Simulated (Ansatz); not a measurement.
in.yaml

```yaml
crystal:
  periodic: [false, false, false]
  atoms:
    - {symbol: B, position_ang: [0.000000, 0.000000, 0.000000]}
    - {symbol: H, position_ang: [-0.015583, 0.861426, 0.849833]}
    - {symbol: H, position_ang: [-0.021323, -0.849967, 0.861171]}
    - {symbol: H, position_ang: [0.021323, 0.849967, -0.861171]}
    - {symbol: H, position_ang: [0.015583, -0.861426, -0.849833]}
basis:
  gaussian: {orbitals: cc-pVTZ}
total_charge: 1
magnetization: {spin_polarized: false}
correlation: {method: ccsd_t, electrons: outside_noble_gas}
output: {forces: true}
```

```sh
$ ansatz run in.yaml --threads 1 --pin off --events-out ev --progress --plain --max-ram 2393MiB
```

Output:

```
471 factors; integrals over basis functions are off by at most 1.4e-3 eV
mean field evaluation 1: about -722.3448 eV, gradient 1.2e1 eV
mean field evaluation 2: about -722.3411 eV, gradient 1.2e1 eV
mean field evaluation 4: about -722.8170 eV, gradient 4.8e-1 eV
mean field evaluation 8: about -722.8179 eV, gradient 1.0e-4 eV
mean field evaluation 16: about -722.8179 eV, gradient 2.3e-6 eV
mean field -722.81785174 eV, -26.5630661079 hartree, gradient 2.3e-6 eV, S^2 0.000000; 0 other end points of the search recorded, 0 dependent functions left out
1 core orbitals not correlated: weight in the atoms' cores, before any rotation towards them, 1.000 or more for the frozen orbitals, at most 0.000 for the correlated occupied ones
reference -722.81785174 eV, -26.5630661079 hartree; 3, 3 occupied and 82, 82 virtual orbitals, 471 factors
second order -3.53584590 eV of doubles, -0.00000000 eV of singles
cycle   1  -3.99244232 eV  change   -4.6e-1 eV  update   4.8e-2
cycle   2  -4.17636860 eV  change   -1.8e-1 eV  update   1.8e-2
cycle   3  -4.17991996 eV  change   -3.6e-3 eV  update   3.7e-3
cycle   4  -4.18083795 eV  change   -9.2e-4 eV  update   1.2e-3
cycle   5  -4.18066310 eV  change    1.7e-4 eV  update   2.6e-4
cycle   6  -4.18064318 eV  change    2.0e-5 eV  update   4.9e-5
cycle   7  -4.18066952 eV  change   -2.6e-5 eV  update   1.2e-5
cycle   8  -4.18066835 eV  change    1.2e-6 eV  update   3.2e-6
perturbative correction -0.11029301 eV, -0.0040531934 hartree
the calculation of the forces begins
Total energy: -727.10881310 eV, -26.7207560294 hartree
Atom 0 at     0.000000     0.000000     0.000000 Å, force    -0.000000     0.000000    -0.000000 eV/Å
Atom 1 at    -0.015583     0.861426     0.849833 Å, force    -0.000067     0.003721     0.003671 eV/Å
Atom 2 at    -0.021323    -0.849967     0.861171 Å, force    -0.000092    -0.003670     0.003718 eV/Å
Atom 3 at     0.021323     0.849967    -0.861171 Å, force     0.000092     0.003670    -0.003718 eV/Å
Atom 4 at     0.015583    -0.861426    -0.849833 Å, force     0.000067    -0.003721    -0.003671 eV/Å
Dipole moment:     0.000000    -0.000000    -0.000000 e Å
```

Forces (eV/Å):
```
B    0.000  0.000  0.000
H    0.000  0.004  0.004
H    0.000 -0.004  0.004
H    0.000  0.004 -0.004
H    0.000 -0.004 -0.004
```

For the same geometry and basis RCCSDT(Q) lies 21.3 meV lower.

Ran on 1 thread of AMD EPYC, shared host: 7.5 s wall, 0.31 GiB peak host memory.
